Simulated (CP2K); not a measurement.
# C2HF (fluoroacetylene) at PM3

What is the energy change on altering one bond length of C2HF (fluoroacetylene) at PM3? 

The calculation is run with CP2K 2026.2.

3 further runs of the same task are left out: 3 that didn't finish.

## 1. The structure to begin with

C2HF has 4 atoms, charge 0, and is taken as a singlet. As SMILES, `C#CF`. Geometry: relaxed at PBE0-D4/def2-TZVP.

Bond lengths: C1–C2 1.192 Å, C2–F3 1.270 Å, C1–H4 1.063 Å. Angles: C1–C2–F3 180.0°, C2–C1–H4 180.0°.

## 2. A single-point energy at PM3

calc.inp reads:

```
&GLOBAL
  PROJECT calc
  RUN_TYPE ENERGY
  PRINT_LEVEL MEDIUM
&END

&FORCE_EVAL
  METHOD QS
  &DFT
    CHARGE 0
    MULTIPLICITY 1
    &QS
      METHOD PM3
      EPS_DEFAULT 1.0E-10
      &SE
        &COULOMB
          CUTOFF [angstrom] 50
          RC_RANGE [angstrom] 0
        &END
        &EXCHANGE
          CUTOFF [angstrom] 50
          RC_RANGE [angstrom] 0
        &END
      &END
    &END
    &POISSON
      PERIODIC NONE
      POISSON_SOLVER ANALYTIC
    &END
    &SCF
      SCF_GUESS ATOMIC
      EPS_SCF 1.0E-06
      MAX_SCF 50
      &OT ON
        MINIMIZER DIIS
        PRECONDITIONER FULL_ALL
      &END
      &OUTER_SCF
        EPS_SCF 1.0E-06
        MAX_SCF 5
      &END
    &END
    &PRINT
      &MOMENTS
        PERIODIC F
        REFERENCE COM
        MAX_MOMENT 1
      &END
      &MO_CUBES
        NLUMO 1
        NHOMO -1
        WRITE_CUBE F
      &END
      &HIRSHFELD OFF
      &END
    &END
  &END
  &SUBSYS
    &CELL
      ABC [angstrom] 10 10.5 9.6
      PERIODIC NONE
    &END
    &COORD
      C      4.610085     5.739245     4.486575
      C      5.274385     4.905295     5.020605
      F      5.981715     4.017125     5.589095
      H      4.018285     6.482875     4.010905
    &END
  &END
&END
```

Command:

```
OMP_NUM_THREADS=1 cp2k.psmp calc.inp > calc.out
```

Log:

```text
CP2K| version string:                                       CP2K version 2026.2
[...]
 GLOBAL| Method name                                                        CP2K
[...]
 GLOBAL| Run type                                                         ENERGY
[...]
                             - Atoms:                                          4
[...]
                             - Spherical basis functions:                     13
[...]
 Number of electrons:                                                         16
[...]
     1 OT DIIS     0.15E+00    0.0     0.52996359       -22.6231138474 -2.26E+01
[...]
     2 OT DIIS     0.15E+00    0.0     0.00000087       -25.3618487675 -2.40E-11
  *** SCF run converged in     2 steps ***
  Core-core repulsion energy [eV]:                            608.74714275577446
  Core Hamiltonian energy [eV]:                             -1141.08689518804772
  Two-electron integral energy [eV]:                         -315.58249938678836
  Electronic energy [eV]:                                   -1298.87814488144204
  Total energy [eV]:                                         -690.13100212566746
  Atomic reference energy [eV]:                               690.94981061692988
  Heat of formation [kcal/mol]:                                18.88217387395117
[...]
 SE_DIPOLE| Moment [Debye]          0.55635281      -0.69922290       0.44713500
 SE_DIPOLE| Derivative [a.u.]       0.00000000       0.00000000       0.00000000
 *** WARNING in qs_scf_post_se.F:140 :: Printing of MO cube files not ***
 *** implemented for Semi-Empirical method.                           ***
 ENERGY| Total FORCE_EVAL ( QS ) energy [hartree]            -25.361848767547620
[...]
```

Wall time 0.48 s (1 thread of Arm Neoverse V2, shared host).

## 3. The distorted shape, same level

calc.inp reads:

```
&GLOBAL
 PROJECT calc
 RUN_TYPE ENERGY
 PRINT_LEVEL MEDIUM
&END GLOBAL

&FORCE_EVAL
 METHOD QS
 &DFT
  ! Quickstep
  &QS
   METHOD PM3
   EPS_DEFAULT 1.0E-10
   &SE
    &COULOMB
     CUTOFF [angstrom] 50
     RC_RANGE [angstrom] 0
    &END COULOMB
    &EXCHANGE
     CUTOFF [angstrom] 50
     RC_RANGE [angstrom] 0
    &END EXCHANGE
   &END SE
  &END QS
  ! isolated system
  &POISSON
   PERIODIC NONE
   POISSON_SOLVER ANALYTIC
  &END POISSON
  &SCF
   SCF_GUESS ATOMIC
   EPS_SCF 1.0E-06
   MAX_SCF 50
   &OT
    MINIMIZER DIIS
    PRECONDITIONER FULL_ALL
   &END OT
   &OUTER_SCF
    EPS_SCF 1.0E-06
    MAX_SCF 5
   &END OUTER_SCF
  &END SCF
  &PRINT
   &MOMENTS
    PERIODIC F
    REFERENCE COM
    MAX_MOMENT 1
   &END MOMENTS
   &MO_CUBES
    NLUMO 1
    NHOMO -1
    WRITE_CUBE F
   &END MO_CUBES
   &HIRSHFELD OFF
   &END HIRSHFELD
  &END PRINT
 &END DFT
 &SUBSYS
  ! box in angstrom
  &CELL
   ABC 10.7 11.4 10.1
   PERIODIC NONE
  &END CELL
  &COORD
   C      5.315168     5.743063     5.021980
   C      5.979468     4.909113     5.556010
   F      6.686798     4.020943     6.124500
   H      4.013202     7.379057     3.975500
  &END COORD
 &END SUBSYS
&END FORCE_EVAL
```

Command:

```
OMP_NUM_THREADS=1 cp2k.psmp -i calc.inp > calc.out 2>&1
```

Log:

```text
CP2K| version string:                                       CP2K version 2026.2
[...]
 GLOBAL| Method name                                                        CP2K
[...]
 GLOBAL| Run type                                                         ENERGY
[...]
                             - Atoms:                                          4
[...]
                             - Spherical basis functions:                     13
[...]
 Number of electrons:                                                         16
[...]
     1 OT DIIS     0.15E+00    0.0     0.50366358       -22.8516293055 -2.29E+01
[...]
     3 OT DIIS     0.15E+00    0.0     0.00000050       -25.1066400370 -8.21E-11
  *** SCF run converged in     3 steps ***
  Core-core repulsion energy [eV]:                            575.90652879100855
  Core Hamiltonian energy [eV]:                             -1137.17594349793239
  Two-electron integral energy [eV]:                         -243.83400937903349
  Electronic energy [eV]:                                   -1259.09294818744911
  Total energy [eV]:                                         -683.18641939644056
  Atomic reference energy [eV]:                               690.94981061692988
  Heat of formation [kcal/mol]:                               179.02806876219836
[...]
 SE_DIPOLE| Moment [Debye]          2.18214671      -2.74188089       1.75392076
 SE_DIPOLE| Derivative [a.u.]       0.00000000       0.00000000       0.00000000
 *** WARNING in qs_scf_post_se.F:140 :: Printing of MO cube files not ***
 *** implemented for Semi-Empirical method.                           ***
 ENERGY| Total FORCE_EVAL ( QS ) energy [hartree]            -25.106640037045892
[...]
```

Wall time 0.5 s (1 thread of Arm Neoverse V2, shared host).

## 4. Summary of results

Level: PM3.

| quantity | value |
| --- | --- |
| first shape: total energy | -25.36185 Eh |
| first shape: dipole moment | 1.00 D |
| first shape: heat of formation | 18.9 kcal/mol |
| distorted shape: total energy | -25.10664 Eh |
| distorted shape: dipole moment | 3.92 D |
| distorted shape: heat of formation | 179.0 kcal/mol |
| energy change with the C1–H4 bond stretched from 1.063 to 2.338 Å | 6.945 eV |

What this shows: One bond (distorted shape) is far stretched, which a spin-restricted single reference describes badly. With the C1–H4 bond stretched from 1.063 to 2.338 Å the energy rises by 6.94 eV (160 kcal/mol). The first shape isn't relaxed at this level, so the change isn't measured from a minimum. A restricted reference can't describe the breaking bond well at this length.
